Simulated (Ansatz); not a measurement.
Species: C$_{3}$H$_{4}$, charge 0, singlet. C3H4 (prop-1-yne, SMILES CC#C).
B3LYP-D3(BJ)/def2-TZVP minimum from Ansatz (a first-principles code):
```xyz
7

C     -0.0011    -0.0004     0.2181
C     -0.0068    -0.0029     1.4176
C      0.0060     0.0025    -1.2360
H     -0.0119    -0.0051     2.4795
H      0.0152     1.0232    -1.6237
H      0.8874    -0.5130    -1.6226
H     -0.8790    -0.5002    -1.6311
```

Hartree-Fock and MP2 correlation energies in hartree (Ansatz). Open shells are spin-unrestricted; no spin-orbit coupling. Correlated methods leave the cores frozen. No relativity.

| basis | X | E(HF) | E(corr, MP2) |
|---|---|---|---|
| cc-pVTZ | 3 | -115.90848 | -0.48123 |
| cc-pVQZ | 4 | -115.91599 | -0.51122 |
| cc-pV5Z | 5 | -115.91773 | withheld |

Question: Fit E(corr) = E∞ + A/X³ to X = 3 and 4, predict X = 5, and compare with the run.

Answer: A = (-0.48123 - (-0.51122))/(1/27 - 1/64) = 1.4006; E∞ = -0.51122 - A/64 = -0.53310; at X = 5, E∞ + A/125 = -0.52190. The run gave -0.52255, 0.65 mEh below the prediction. The same form on X = 4 and 5 gives E∞ = -0.53444, 1.33 mEh below the first estimate.
